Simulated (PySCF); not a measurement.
# Electron affinity of Cl by level of theory

Cl⁻ [Ar] (1S) → Cl [Ne] 3s2 3p5 (2P), as a difference of total energies. Computed with PySCF 2.14 in x2c-TZVPPall with one added diffuse shell each of s, p, d type (6s6p4d1f, 51 functions), with scalar relativity by spin-free X2C-1e. Correlated levels: valence and next inner shell: 1s2 frozen. The calculations carry no spin-orbit coupling.

| method | electron affinity (eV) |
| --- | --- |
| UHF | 2.371 |
| MP2 (valence and next inner shell) | 3.588 |
| SCS-MP2 (valence and next inner shell) | 3.485 |
| CCSD (valence and next inner shell) | 3.366 |
| CCSD(T) (valence and next inner shell) | 3.450 |

Task: How much does correlation contribute at CCSD(T) (valence and next inner shell)?

Result: 3.450 − (2.371) = 1.079 eV, measured against UHF.

A first-order spin-orbit estimate (lowest level to lowest level, LS coupling) adds -0.036 eV.

Errors of the correlated levels include the incompleteness of this basis and the frozen core.

For comparison: 3.613 eV (measured; photodetachment measurements, as compiled on the Wikipedia data page of electron affinities).
